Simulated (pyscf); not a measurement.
B–OH (SMILES [B]O) [singlet] + H₂ (SMILES [H][H]) → H₂B–OH (SMILES BO), an insertion (singlet surface; H–H broken, B–H, B–H formed). PySCF, gas phase, ωB97X-D3(BJ)/def2-SVP geometries. Energies in kcal/mol from the separated reactants.

Small-basis levels: PySCF, no dispersion term, spherical d functions. AM1 to PM7: differences of heats of formation from MOPAC, which are fitted to 298 K values and so differ in kind from electronic energies by zero-point and thermal terms. 

```json
[
 {"level": "HF/6-31G*", "barrier": "53.6", "reaction energy": "-65.0"},
 {"level": "MP2/6-31G*", "barrier": "45.3", "reaction energy": "-65.0"},
 {"level": "BP86/6-31G*", "barrier": "28.7", "reaction energy": "-66.1"},
 {"level": "PBE/6-31G*", "barrier": "(withheld)", "reaction energy": "-68.1"},
 {"level": "B3LYP/STO-3G", "barrier": "44.1", "reaction energy": "-99.0"},
 {"level": "B3LYP/LANL2DZ", "barrier": "36.9", "reaction energy": "-65.3"},
 {"level": "PBE/def2-SVP", "barrier": "23.4", "reaction energy": "-66.2"},
 {"level": "B3LYP/def2-SVP", "barrier": "30.8", "reaction energy": "-64.7"},
 {"level": "AM1", "barrier": "27.6", "reaction energy": "-33.5"},
 {"level": "PM3", "barrier": "(withheld)", "reaction energy": "-9.1"},
 {"level": "PM6", "barrier": "31.5", "reaction energy": "-16.7"},
 {"level": "PM7", "barrier": "16.3", "reaction energy": "-37.8"},
 {"level": "ωB97M-D3(BJ)/def2-TZVP", "barrier": "(withheld)", "reaction energy": "-59.8"}
]
```

Complete the blanks.


- PBE/6-31G*, barrier: 26.9
- PM3, barrier: 37.7
- ωB97M-D3(BJ)/def2-TZVP, barrier: 37.0

Against the last row the barrier runs from -20.7 (PM7) to +16.6 kcal/mol (HF/6-31G*). ωB97M-D3(BJ)/def2-TZVP has limits of its own. B–OH [singlet] lies 44.5 kcal/mol over its isomer HB=O (electronic energy, ωB97M-D3(BJ)/def2-TZVP). This is the saddle that the search found; another between the same sides may lie lower.
